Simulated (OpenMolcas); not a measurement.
**C4H8O2 (2-methyl-1,3-dioxolane) at MN15/ANO-RCC-VDZP (DKH2)**

What is the vertical electron affinity of C4H8O2 (2-methyl-1,3-dioxolane) at MN15/ANO-RCC-VDZP (DKH2)? 

The calculation is run with OpenMolcas 26.06.

## 1. Starting point

C4H8O2: 14 atoms, total charge 0, spin state singlet. SMILES: `CC1OCCO1`. The coordinates come from a GFN2-xTB relaxation. This is one conformer, not always the lowest.

Bond lengths: C1–C2 1.518 Å, C2–O3 1.402 Å, O3–C4 1.407 Å, C4–C5 1.537 Å, C2–O6 1.416 Å, C5–O6 1.414 Å, C1–H7 1.085 Å, C1–H8 1.086 Å, C1–H9 1.085 Å, C2–H10 1.111 Å, C4–H11 1.100 Å, C4–H12 1.089 Å, C5–H13 1.096 Å, C5–H14 1.094 Å. Some angles: C1–C2–O3 110.7°, C1–C2–O6 111.1°, O3–C2–O6 106.9°, C2–O3–C4 105.7°, O3–C4–C5 103.1°, C4–C5–O6 104.0°, C2–O6–C5 108.4°, C1–C2–H10 110.2°, O3–C2–H10 109.7°, O6–C2–H10 108.2°.

## 2. A single-point energy at MN15/ANO-RCC-VDZP (DKH2)

job.input

```
>>> EXPORT MOLCAS_PRINT=2

&GATEWAY
 Coord
 14
 bohr
 C      0.01899175    -2.84942354    -2.62719174
 C     -0.59040713    -1.30457243    -0.28720058
 O      1.60630500    -0.82530009     1.11471165
 C      1.12276188     1.41035930     2.46881380
 C     -0.55869753     2.93130537     0.65199331
 O     -1.62539123     1.07368569    -0.94629925
 H      0.78818587    -4.66427871    -2.06095421
 H      1.40300826    -1.84410814    -3.76142426
 H     -1.69408278    -3.12209212    -3.72011485
 H     -1.98683915    -2.31884513     0.90933621
 H      0.10614592     0.98762756     4.23088892
 H      2.92032606     2.31440428     2.89702574
 H      0.55047722     4.24938934    -0.49726253
 H     -2.06078413     3.96182972     1.62764001
 Basis=ANO-RCC-VDZP
 Group=NoSym

&SEWARD
 GridInput
 Grid=SG1Grid
 End of Grid

&SCF
 KSDFT=2
 1.0 HYB_MGGA_X_MN15
 1.0 MGGA_C_MN15
 PrOrbitals=0
```

Started as:

```sh
export MOLCAS_MEM=1860
pymolcas job.input > job.log
```

The log of the run:

```text
--- Start Module: gateway ---
[...]
--- Stop Module: gateway /rc=_RC_ALL_IS_WELL_ ---
--- Start Module: seward ---
[...]
      Basis functions          124
--- Stop Module: seward /rc=_RC_ALL_IS_WELL_ ---
[...]
--- Start Module: scf ---
[...]
       Convergence after  12 Iterations
[...]
::    Total KS-DFT energy                            -307.6555063428
[...]
      Total spin, S                                     0.0000000000
[...]
      Total electronic charge=   48.000000
      Total            charge=   -0.000000
[...]
      Dipole Moment (debye):
      Origin of the operator (angstrom)=   -0.0022    0.0348    0.0288
                   X= -4.6483E-03               Y=  6.1475E-01               Z=  9.3548E-01           Total=  1.1194E+00
      Quadrupole Moment (debye*angstrom):
[...]
--- Stop Module: scf /rc=_RC_ALL_IS_WELL_ ---
[...]
```

It took 69 s on 1 thread of Arm Neoverse V1, shared host; peak memory 0.83 GiB.

## 3. The doublet anion at the same level

job.inp

```
&GATEWAY
  Coord
  14
  bohr
  C      0.01899175    -2.84942354    -2.62719174
  C     -0.59040713    -1.30457243    -0.28720058
  O      1.60630500    -0.82530009     1.11471165
  C      1.12276188     1.41035930     2.46881380
  C     -0.55869753     2.93130537     0.65199331
  O     -1.62539123     1.07368569    -0.94629925
  H      0.78818587    -4.66427871    -2.06095421
  H      1.40300826    -1.84410814    -3.76142426
  H     -1.69408278    -3.12209212    -3.72011485
  H     -1.98683915    -2.31884513     0.90933621
  H      0.10614592     0.98762756     4.23088892
  H      2.92032606     2.31440428     2.89702574
  H      0.55047722     4.24938934    -0.49726253
  H     -2.06078413     3.96182972     1.62764001
  Basis=ANO-RCC-VDZP
  Group=NoSym

&SEWARD
  GridInput
  Grid=SG1Grid
  End of Grid

&SCF
  UHF
  Charge=-1
  Spin=2
  KSDFT=2
  1.0 HYB_MGGA_X_MN15
  1.0 MGGA_C_MN15
  PrOrbitals=0
```

Started as:

```sh
export MOLCAS_MEM=1860
pymolcas job.inp > job.log
```

The log of the run:

```text
--- Start Module: gateway ---
[...]
--- Stop Module: gateway /rc=_RC_ALL_IS_WELL_ ---
--- Start Module: seward ---
[...]
      Basis functions          124
--- Stop Module: seward /rc=_RC_ALL_IS_WELL_ ---
[...]
--- Start Module: scf ---
[...]
       Convergence after  21 Iterations
[...]
::    Total KS-DFT energy                            -307.5919212571
[...]
      Total spin, S                                     0.5003870167
[...]
      Total electronic charge=   49.000000
      Total            charge=   -1.000000
[...]
      Dipole Moment (debye):
      Origin of the operator (angstrom)=   -0.0022    0.0348    0.0288
                   X= -1.5216E-01               Y= -2.0866E+00               Z= -2.0765E+00           Total=  2.9477E+00
      Center of Charge (angstrom)
[...]
--- Stop Module: scf /rc=_RC_ALL_IS_WELL_ ---
[...]
```

Wall time 100 s (1 thread of Arm Neoverse V1, shared host); peak memory 0.83 GiB.

## 4. What came out

Level: MN15/ANO-RCC-VDZP (DKH2).

| quantity | value |
| --- | --- |
| singlet C4H8O2: total energy | -307.65551 Eh |
| singlet C4H8O2: dipole moment | 1.12 D |
| singlet C4H8O2: HOMO energy | -8.14 eV |
| singlet C4H8O2: LUMO energy | 1.48 eV |
| singlet C4H8O2: HOMO–LUMO gap | 9.62 eV |
| doublet anion: total energy | -307.59192 Eh |
| doublet anion: HOMO energy (highest over α and β) | 2.48 eV |
| doublet anion: LUMO energy (lowest over α and β) | 4.17 eV |
| doublet anion: ⟨S²⟩ | 0.751 |
| vertical electron affinity (to the doublet anion) | -1.730 eV |

What this shows: This program's gradients are faulty for this kind of reference, so any forces in the log (doublet anion) can't be trusted; the energy can. The anion lies 1.73 eV (167 kJ/mol) above the neutral: the electron isn't bound at this level, and such a value depends on the basis. Without diffuse functions anions come out too high. Mulliken charges (singlet C4H8O2) run from -0.36 on O6 to +0.38 on C5. The HOMO (doublet anion) lies at positive energy, 2.48 eV; only total energies tell whether the electron is bound.
